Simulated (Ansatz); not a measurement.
# C3H7NO: up Jacob's ladder to CCSD(T)

An exercise on one series of results from a longer session: the logs are not shown, and one member is left open.

Computed with Ansatz 0.2.0, Gaussian basis. Level: functionals in def2-TZVPP, the program's frozen cores in correlated methods.

Levels to be run: LDA (SPW92), PBE-D4, revPBE-D4, BLYP-D4, r2SCAN-D4, B97M-V, PBE0-D4, B3LYP-D4, r2SCANh-D4, r2SCAN0-D4, HSE06-D4, BHLYP-D4, CAM-B3LYP-D4, LC-ωPBE, ωB97X-V, ωB97M-V, B2PLYP, PBE-QIDH; CCSD(T)/def2-SVP; CCSD(T)/def2-TZVPP; MP2/def2-QZVPP; extrapolation to the limit; RPA on PBE.

**The relaxed structure**

An earlier PBE0-D4 in a triple-zeta def2 set relaxation fixed the geometry.

SMILES `C=C(N)CO`, 12 atoms, charge 0, spin multiplicity 1.

Atoms are counted from 1 here; the program's logs count them from 0.

Bond lengths: C1–C2 1.337 Å, C1–H6 1.084 Å, C1–H7 1.081 Å, C2–N3 1.376 Å, C2–C4 1.504 Å, N3–H8 1.005 Å, N3–H9 1.005 Å, C4–O5 1.413 Å, C4–H10 1.095 Å, C4–H11 1.095 Å, O5–H12 0.962 Å. Angles: C2–C1–H6 122.1°, C2–C1–H7 120.1°, H6–C1–H7 117.7°, C1–C2–N3 125.2°, C1–C2–C4 121.1°, N3–C2–C4 113.8°, C2–N3–H8 116.7°, C2–N3–H9 117.8°, H8–N3–H9 115.6°, C2–C4–O5 113.4°, C2–C4–H10 109.2°, C2–C4–H11 109.1°, O5–C4–H10 105.1°, O5–C4–H11 112.0°, H10–C4–H11 107.7°, C4–O5–H12 108.0°.

The first run:

Contents of in.yaml:

```yaml
crystal:
  periodic: [false, false, false]
  atoms:
    - {symbol: C, position_ang: [-1.174371, 1.139753, 0.065065]}
    - {symbol: C, position_ang: [-0.278454, 0.182828, -0.198846]}
    - {symbol: N, position_ang: [0.193497, -0.136924, -1.451029]}
    - {symbol: C, position_ang: [0.319393, -0.646613, 0.904424]}
    - {symbol: O, position_ang: [1.691401, -0.925942, 0.717344]}
    - {symbol: H, position_ang: [-1.664035, 1.703673, -0.720230]}
    - {symbol: H, position_ang: [-1.436521, 1.370320, 1.088175]}
    - {symbol: H, position_ang: [0.666393, -1.019363, -1.543823]}
    - {symbol: H, position_ang: [-0.351876, 0.149665, -2.244677]}
    - {symbol: H, position_ang: [-0.171116, -1.625530, 0.924808]}
    - {symbol: H, position_ang: [0.126730, -0.158268, 1.865744]}
    - {symbol: H, position_ang: [2.156062, -0.088900, 0.627046]}
basis:
  gaussian: {orbitals: def2-TZVPP}
hamiltonian: {xc: lda}
output: {orbitals: {seedname: orbitals}}
```

The run is started by

```bash
ansatz run in.yaml --threads 4 --pin off --events-out ev --progress --plain --max-ram 10444MiB
```

Among the steps run: LDA; PBE-D4 (GGA); revPBE-D4 (GGA); BLYP-D4 (GGA); r2SCAN-D4 (meta-GGA); B97M-V (meta-GGA); B3LYP-D4 (hybrid); r2SCANh-D4 (hybrid); r2SCAN0-D4 (hybrid); HSE06-D4 (hybrid); BHLYP-D4 (hybrid); CAM-B3LYP-D4 (range-separated); LC-ωPBE (range-separated); ωB97X-V (range-separated); ωB97M-V (range-separated); B2PLYP (double hybrid); PBE-QIDH (double hybrid).

One table of the session follows, with a row left open; its other results are not shown here.

It belongs to the step «Frontier levels by functional». 

```
  functional  HOMO (eV)  LUMO (eV)  gap (eV)
 LDA (SPW92)      -5.02      -0.56      4.46
      PBE-D4      -4.84      -0.35      4.48
   revPBE-D4      -4.76      -0.26      4.50
     BLYP-D4      -4.71      -0.30      4.41
   r2SCAN-D4      -5.04      -0.01      5.02
      B97M-V      -5.07      -0.10      4.97
     PBE0-D4      -5.98       0.58      6.56
    B3LYP-D4      -5.78       0.27      6.06
  r2SCANh-D4      -5.47       0.32      5.80
  r2SCAN0-D4      -6.12       0.82      6.94
    HSE06-D4      -5.58       0.21      5.79
    BHLYP-D4      -7.01       1.38      8.39
CAM-B3LYP-D4      -7.32       1.49      8.80
     LC-ωPBE          ?          ?         ?
     ωB97X-V      -8.29       2.60     10.89
     ωB97M-V      -8.21       2.23     10.43
```

**Question.** Estimate the row for LC-ωPBE.

The run gave: HOMO (eV): -8.65; LUMO (eV): 2.77; gap (eV): 11.42. In the column «HOMO (eV)» it is the lowest.
